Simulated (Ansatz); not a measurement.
```yaml
crystal:
  periodic: [false, false, false]
  atoms:
    - {symbol: C, position_ang: [-0.101428, 1.165709, -0.532037]}
    - {symbol: C, position_ang: [0.121699, -0.321255, -0.508343]}
    - {symbol: F, position_ang: [1.396389, -0.619213, -0.957788]}
    - {symbol: C, position_ang: [-0.010770, -0.936572, 0.872519]}
    - {symbol: F, position_ang: [-1.308095, -0.862011, 1.263832]}
    - {symbol: F, position_ang: [0.731552, -0.261990, 1.779066]}
    - {symbol: H, position_ang: [0.626260, 1.670678, 0.103384]}
    - {symbol: H, position_ang: [-0.002020, 1.536329, -1.552557]}
    - {symbol: H, position_ang: [-1.105318, 1.398103, -0.172370]}
    - {symbol: H, position_ang: [-0.586169, -0.841915, -1.162616]}
    - {symbol: H, position_ang: [0.303302, -1.984862, 0.887409]}
basis:
  gaussian: {orbitals: "6-31G*"}
hamiltonian: {xc: {name: B2PLYP}}
output: {forces: true}
```

```sh
$ ansatz run in.yaml --threads 4 --pin off --events-out ev --progress --plain --max-ram 10444MiB
```

Output, abridged:

```
Functional definition: B2PLYP
972 factors; integrals over basis functions are off by at most 1.2e-3 eV
mean field evaluation 1: about -11322.0785 eV, gradient 3.9e1 eV
mean field evaluation 2: about -11322.0749 eV, gradient 3.9e1 eV
mean field evaluation 4: about -11324.7872 eV, gradient 3.7e0 eV
mean field evaluation 8: about -11324.8125 eV, gradient 2.0e-1 eV
mean field evaluation 16: about -11324.8126 eV, gradient 2.1e-5 eV
mean field -11324.81260818 eV, -416.1791871171 hartree, gradient 3.0e-6 eV, S^2 0.000000; 0 other end points of the search recorded, 0 dependent functions left out
6 core orbitals not correlated: weight in the atoms' cores, before any rotation towards them, 1.000 or more for the frozen orbitals, at most 0.000 for the correlated occupied ones
reference -11324.81270745 eV, -416.1791907652 hartree; 19, 19 occupied and 75, 75 virtual orbitals, 972 factors
second order -29.50070238 eV of doubles, -0.00000000 eV of singles
Total energy: -11332.77789710 eV, -416.4719060855 hartree
Atom 0 at    -0.101428     1.165709    -0.532037 Å, force    -0.069952     0.217119    -0.009135 eV/Å
Atom 1 at     0.121699    -0.321255    -0.508343 Å, force    -0.361160    -0.207314     0.036671 eV/Å
Atom 2 at     1.396389    -0.619213    -0.957788 Å, force     0.439934    -0.051435    -0.102747 eV/Å
Atom 3 at    -0.010770    -0.936572     0.872519 Å, force     0.201308    -0.418741    -0.268731 eV/Å
Atom 4 at    -1.308095    -0.862011     1.263832 Å, force    -0.526560     0.051997     0.081490 eV/Å
Atom 5 at     0.731552    -0.261990     1.779066 Å, force     0.337481     0.312947     0.278377 eV/Å
Atom 6 at     0.626260     1.670678     0.103384 Å, force     0.029293    -0.012658     0.019968 eV/Å
Atom 7 at    -0.002020     1.536329    -1.552557 Å, force     0.018303     0.031782    -0.033719 eV/Å
Atom 8 at    -1.105318     1.398103    -0.172370 Å, force    -0.028115     0.011003     0.023741 eV/Å
Atom 9 at    -0.586169    -0.841915    -1.162616 Å, force    -0.037295     0.035327     0.011665 eV/Å
Atom 10 at     0.303302    -1.984862     0.887409 Å, force    -0.003237     0.029973    -0.037581 eV/Å
Dipole moment:    -0.181407    -0.017098    -0.203274 e Å
```

It took 4.1 s on 4 threads of an Arm Neoverse V1 on a shared host, with 0.49 GiB of host memory at the peak.
